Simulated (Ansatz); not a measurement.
Two isomers of C3H4FN: A = `NC=C=CF`, B = `FC1C=NC1`.

Program: Ansatz. Geometries: PBE0-D4/def2-TZVP. ΔE: electronic, gas phase. CCSD(T)/CBS adds triple-zeta CCSD(T) − MP2 to the extrapolated MP2 energy (def2 sets, frozen cores). DFT in def2-TZVPP. B3LYP here is the variant with VWN-RPA as its local correlation; programs differ in this. One conformer a species, not always the lowest.

Question: Which is lower in electronic energy at CCSD(T)/CBS, and by how much? (An estimate is asked.)

Answer: Ansatz gave: B, by 21.8 kJ/mol.

Question: Give E(B) − E(A) in kJ/mol with MP2/def2-TZVPP, PBE-D4, CCSD(T)/def2-TZVPP, CCSD/def2-TZVPP, B2PLYP, r2SCAN-D4, B3LYP. (Estimate.)

Answer: Ansatz gave: MP2/def2-TZVPP -26.7, PBE-D4 1.5, CCSD(T)/def2-TZVPP -26.2, CCSD/def2-TZVPP -27.9, B2PLYP -4.9, r2SCAN-D4 1.3, B3LYP 9.4. The order is the other way round with PBE-D4, r2SCAN-D4, B3LYP.

Question: Does the order hold for the free energy at 298.15 K (harmonic terms from PBE0-D4)? (Estimate.)

Answer: Computed: Yes: G(B) − G(A) = -14.7 kJ/mol, for one conformer each.

Largest T1 diagnostic: 0.013.

In def2-TZVPP, CCSD(T) changes the Hartree–Fock value by −4.0 kJ/mol (the triples alone add +1.7 kJ/mol) and MP2 by −4.6 kJ/mol. Leaving LDA and LC-ωPBE aside and taking each functional with its dispersion term where it has one, the values, not all of them listed here, spread over 49.3 kJ/mol, from ωB97X-V to BLYP-D4.
